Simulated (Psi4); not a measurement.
# C2H2F2 (vinylidene fluoride): OMP2/aug-cc-pVDZ (density fitting for correlation)

What is the energy change on altering one bond length of C2H2F2 (vinylidene fluoride) at OMP2/aug-cc-pVDZ (density fitting for correlation)? 

The calculation is run with Psi4 1.11.

## (1) The system as given

C2H2F2: 6 atoms, total charge 0, spin state singlet. SMILES: `C=C(F)F`. The coordinates come from a PBE0-D4/def2-TZVP relaxation.

Bond lengths: C1–C2 1.315 Å, C2–F3 1.313 Å, C2–F4 1.313 Å, C1–H5 1.079 Å, C1–H6 1.079 Å. Angles: C1–C2–F3 125.2°, C1–C2–F4 125.2°, F3–C2–F4 109.6°, C2–C1–H5 119.7°, C2–C1–H6 119.7°, H5–C1–H6 120.6°.

## (2) The energy at OMP2/aug-cc-pVDZ (density fitting for correlation)

File job.in:

```
memory 1600 MB

molecule m {
  0 1
  C     -0.115900     0.471000    -0.544400
  C      0.105000    -0.394600     0.420100
  F     -0.454900    -0.363600     1.607600
  F      0.919200    -1.422100     0.343000
  H      0.394200     0.360600    -1.488400
  H     -0.805600     1.284800    -0.384200
  symmetry c1
  no_reorient
  no_com
}

set basis aug-cc-pVDZ
set puream true
set e_convergence 1e-09
set d_convergence 1e-08
set scf_type pk
set num_frozen_docc 4

E, wfn = energy("omp2", return_wfn=True)
```

The run is started by

```console
$ psi4 job.in job.out -n 1
```

job.out:

```text
[...]
  Running in c1 symmetry.
[...]
  Nuclear repulsion =  118.253191627133290
[...]
  Multiplicity = 1
[...]
  Nalpha       = 16
  Nbeta        = 16
[...]
    Number of basis functions: 110
[...]
   @RHF iter   1:  -275.66509550785474   -5.71239e-01   4.31779e-03 ADIIS/DIIS
[...]
   @RHF iter  11:  -275.77675091197392   -3.37650e-11   6.56497e-09 DIIS
[...]
    Orbital Energies [Eh]
    ---------------------
    Doubly Occupied:
       1A    -26.361146     2A    -26.361124     3A    -11.437201
       4A    -11.251530     5A     -1.716356     6A     -1.649150
       7A     -1.076653     8A     -0.893467     9A     -0.810188
      10A     -0.767694    11A     -0.755443    12A     -0.692232
      13A     -0.670098    14A     -0.639380    15A     -0.598208
      16A     -0.393472
[...]
  @RHF Final Energy:  -275.77675091197392
   => Energetics <=
    Nuclear Repulsion Energy =            118.2531916271332904
    One-Electron Energy =                -615.9132017329307018
    Two-Electron Energy =                 221.8832591938235055
    Total Energy =                       -275.7767509119739202
[...]
 Multipole Moments:
 ------------------------------------------------------------------------------------
     Multipole            Electronic (a.u.)      Nuclear  (a.u.)        Total (a.u.)
 ------------------------------------------------------------------------------------
 L = 1.  Multiply by 2.5417464519 to convert [e a0] to [Debye]
 Dipole X            :         -7.0946904            6.9955771           -0.0991133
 Dipole Y            :         26.7830314          -26.3947497            0.3882818
 Dipole Z            :        -28.6595203           28.2268391           -0.4326812
 Magnitude           :                                                    0.5897450
[...]
	Warning: cc_lambda option is changed to TRUE
	For this residual convergence, default PCG convergence is:     1.00e-07
[...]
	DF-MP2 Total Energy (a.u.)         :  -276.44937489815879
[...]
	DF-MP2 Total Energy (a.u.)         :  -276.45892655240715
[...]
	DF-OMP2 Total Energy (a.u.)        :  -276.45892655239425
[...]
```

Run time: 36 s. Hardware: 1 thread of Intel Xeon Platinum 8259CL at 2.50GHz (Skylake/Cascade Lake), shared host; peak memory 0.48 GiB.

## (3) The distorted shape, same level

File input.inp:

```
memory 1600 MB

molecule {
  0 1
  C      0.052064     0.461700    -0.900636
  C      0.272964    -0.403900     0.063864
  F     -0.454900    -0.363600     1.607600
  F      1.087164    -1.431400    -0.013236
  H      0.562164     0.351300    -1.844636
  H     -0.637636     1.275500    -0.740436
  symmetry c1
}

set globals {
  basis           aug-cc-pVDZ
  puream          true
  e_convergence   1e-09
  d_convergence   1e-08
  scf_type        pk
  num_frozen_docc 4
}

energy("omp2")
```

The run is started by

```console
$ psi4 -n 1 input.inp input.out
```

input.out:

```text
[...]
  Running in c1 symmetry.
[...]
  Nuclear repulsion =  108.618786124135696
[...]
  Multiplicity = 1
[...]
  Nalpha       = 16
  Nbeta        = 16
[...]
    Number of basis functions: 110
[...]
   @RHF iter   1:  -275.56627090535574   -1.00583e+00   4.73867e-03 ADIIS/DIIS
[...]
   @RHF iter  13:  -275.70281359314208   -1.31877e-11   5.65491e-09 DIIS
[...]
    Orbital Energies [Eh]
    ---------------------
    Doubly Occupied:
       1A    -26.392657     2A    -26.303060     3A    -11.471242
       4A    -11.292929     5A     -1.707088     6A     -1.526930
       7A     -1.100673     8A     -0.878331     9A     -0.767787
      10A     -0.759696    11A     -0.730945    12A     -0.637245
      13A     -0.622522    14A     -0.612605    15A     -0.593573
      16A     -0.431919
[...]
  @RHF Final Energy:  -275.70281359314208
   => Energetics <=
    Nuclear Repulsion Energy =            108.6187861241356956
    One-Electron Energy =                -596.9847965609005769
    Two-Electron Energy =                 212.6631968436228135
    Total Energy =                       -275.7028135931420820
[...]
 Multipole Moments:
 ------------------------------------------------------------------------------------
     Multipole            Electronic (a.u.)      Nuclear  (a.u.)        Total (a.u.)
 ------------------------------------------------------------------------------------
 L = 1.  Multiply by 2.5417464519 to convert [e a0] to [Debye]
 Dipole X            :          0.8515824           -0.6642899            0.1872925
 Dipole Y            :         -2.7185956            3.2125551            0.4939595
 Dipole Z            :          2.6800300           -3.9242321           -1.2442021
 Magnitude           :                                                    1.3517075
[...]
	Warning: cc_lambda option is changed to TRUE
	For this residual convergence, default PCG convergence is:     1.00e-07
[...]
	DF-MP2 Total Energy (a.u.)         :  -276.39843015204900
[...]
	DF-MP2 Total Energy (a.u.)         :  -276.41225092471740
[...]
	DF-OMP2 Total Energy (a.u.)        :  -276.41225092472786
[...]
```

It took 45 s on 1 thread of Intel Xeon Platinum 8259CL at 2.50GHz (Skylake/Cascade Lake), shared host; peak memory 0.48 GiB.

## (4) Outcome

At OMP2/aug-cc-pVDZ (density fitting for correlation), 4 core orbitals frozen:

| quantity | value |
| --- | --- |
| first shape: total energy | -276.45893 Eh |
| first shape: HOMO energy (Hartree–Fock orbitals) | -10.71 eV |
| first shape: LUMO energy (Hartree–Fock orbitals) | 1.02 eV |
| first shape: HOMO–LUMO gap (Hartree–Fock orbitals) | 11.73 eV |
| first shape: correlation energy (4 core orbitals frozen) | -682.2 mEh |
| distorted shape: total energy | -276.41225 Eh |
| distorted shape: HOMO energy (Hartree–Fock orbitals) | -11.75 eV |
| distorted shape: LUMO energy (Hartree–Fock orbitals) | 0.83 eV |
| distorted shape: HOMO–LUMO gap (Hartree–Fock orbitals) | 12.59 eV |
| distorted shape: correlation energy (4 core orbitals frozen) | -709.4 mEh |
| energy change with the C2–F3 bond stretched from 1.313 to 1.707 Å | 1.270 eV |

**Reading.** With the C2–F3 bond stretched from 1.313 to 1.707 Å the energy rises by 1.27 eV (123 kJ/mol). The first shape isn't relaxed at this level, so the change isn't measured from a minimum.
